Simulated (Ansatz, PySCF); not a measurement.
Gas-phase enthalpy of formation at 298 K, by the atomisation route, of CCC (SMILES; C3H8, propane). Geometries: B3LYP-D3(BJ)/def2-TZVP minima from Ansatz (an electronic-structure program). Correlated levels leave the core frozen unless marked. Open shells are spin-unrestricted. No spin-orbit coupling. No relativistic terms. CBS marks a two-point X^-3 extrapolation of the correlation energy; Hartree-Fock from the larger set. [CCSD(T)-MP2]/basis is that difference in the basis named. Thermal terms are rigid-rotor harmonic-oscillator values from B3LYP-D3(BJ) frequencies (PySCF) at 298.15 K and 1 atm. 1 Eh = 627.5095 kcal/mol.

```json
[
 {"species": "CCC", "count": "1", "E, RI-MP2/CBS(cc-pVTZ,cc-pVQZ)+[CCSD(T)-MP2]/cc-pVTZ (Ansatz) (Eh)": "-118.97835", "E, PBE/def2-TZVPD (Ansatz) (Eh)": "-119.00122", "measured ΔHf at 0 K (kcal/mol)": "-", "H(298) - H(0) of the element (kcal/mol)": "-"},
 {"species": "C atom", "count": "3", "E, RI-MP2/CBS(cc-pVTZ,cc-pVQZ)+[CCSD(T)-MP2]/cc-pVTZ (Ansatz) (Eh)": "-37.79136", "E, PBE/def2-TZVPD (Ansatz) (Eh)": "-37.79605", "measured ΔHf at 0 K (kcal/mol)": "169.98", "H(298) - H(0) of the element (kcal/mol)": "0.25"},
 {"species": "H atom", "count": "8", "E, RI-MP2/CBS(cc-pVTZ,cc-pVQZ)+[CCSD(T)-MP2]/cc-pVTZ (Ansatz) (Eh)": "-0.49995", "E, PBE/def2-TZVPD (Ansatz) (Eh)": "-0.49962", "measured ΔHf at 0 K (kcal/mol)": "51.63", "H(298) - H(0) of the element (kcal/mol)": "1.01"}
]
```

Molecule: zero-point energy 64.71, H(298) - H(0) 3.43 kcal/mol. The route leaves out scalar relativity and anharmonic zero-point terms, the atoms' spin-orbit terms, and in the frozen-core level the core correlation. Atomic data: G2/97 table in ASE.

Problem. Work out De, D0 and ΔHf at 0 and 298 K at both levels, and their errors against the measured value.

Solution. 
The atoms' values sum to 922.98 (0 K) and 8.83 (thermal), in kcal/mol.
- RI-MP2/CBS(cc-pVTZ,cc-pVQZ)+[CCSD(T)-MP2]/cc-pVTZ: De = 1006.95; D0 = 1006.95 - 64.71 = 942.24; ΔHf(0 K) = 922.98 - 942.24 = -19.26; ΔHf(298 K) = -19.26 + 3.43 - 8.83 = -24.66; error +0.2.
- PBE/def2-TZVPD: De = 1014.12; D0 = 1014.12 - 64.71 = 949.41; ΔHf(0 K) = 922.98 - 949.41 = -26.43; ΔHf(298 K) = -26.43 + 3.43 - 8.83 = -31.83; error -6.9.
Measured: -24.9 kcal/mol (Active Thermochemical Tables 1.112 (ions: stationary electron), as tabulated in the package chemicals).
